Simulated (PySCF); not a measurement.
Mapped SMILES: `[NH2:1][C:2]([F:3])([F:4])[F:5]` (H(Xn): hydrogen on atom n).

GIAO PBE0/pcSseg-1 shifts (PySCF 2.14, gas phase, non-relativistic, equivalent atoms averaged), each against references optimised in the same way as the molecule (NH3, TMS, CFCl3).

On the GFN2-xTB geometry: N1 65.4, C2 133.0, F3/F4/F5 -71.7, H(N1) 2.48 ppm.

**Question.** What changes on the PBE0-D3(BJ)/def2-SVP geometry?

**Answer.** 
```json
{"atoms": "N1", "δ (ppm)": "67.1", "change": "+1.7"}
{"atoms": "C2", "δ (ppm)": "129.2", "change": "-3.8"}
{"atoms": "F3/F4/F5", "δ (ppm)": "-71.2", "change": "+0.5"}
{"atoms": "H(N1)", "δ (ppm)": "2.04", "change": "-0.44"}
```

Unscaled 19F shifts against computed CFCl3 carry errors that often reach 10 to 50 ppm.

Bonds between heavy atoms that differ most (equivalent bonds averaged): N1–C2 1.382 → 1.393 Å, C2–F3 1.346 → 1.338 Å. Mean change of bonds to hydrogen: N–H +0.006 Å.
